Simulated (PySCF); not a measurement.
**A small calculation by hand: dipole moment from atomic charges**

CH3NO, SMILES C(N)=O. Atoms are numbered in the order given.

```xyz
6

N      0.1575    -1.0812     0.0000
C     -0.3856     0.1617     0.0000
O      0.2453     1.1934     0.0000
H      1.1596    -1.1828     0.0000
H     -0.4200    -1.9030     0.0000
H     -1.4910     0.1369     0.0000
```
Charge 0, spin multiplicity 1.

Geometry: B3LYP-D3(BJ)/def2-TZVP. One conformer was computed; it need not be the lowest.

Charges (e) from PBE/def2-TZVPD in PySCF:

| atom | IAO | ESP fit |
|---|---|---|
| N1 | -0.504 | -0.875 |
| C2 | 0.289 | 0.584 |
| O3 | -0.461 | -0.509 |
| H4 | 0.289 | 0.419 |
| H5 | 0.286 | 0.377 |
| H6 | 0.101 | 0.005 |

The dipole moment of the full density is 3.82 D.

Question: What dipole moment does each set of point charges give, and which comes closer to that of the density?

Answer: 
μ = Σ q r, and 1 e Å = 4.8032 D.
IAO: Σ q r = (-0.239, -0.831, 0.000) e Å, |μ| = 4.15 D.
ESP fit: Σ q r = (-0.168, -0.779, 0.000) e Å, |μ| = 3.83 D.
ESP fit comes closer in size. Point charges leave out the atoms' own dipoles (lone pairs, polarised bonds); fits to the potential absorb them, partitions of the density don't.
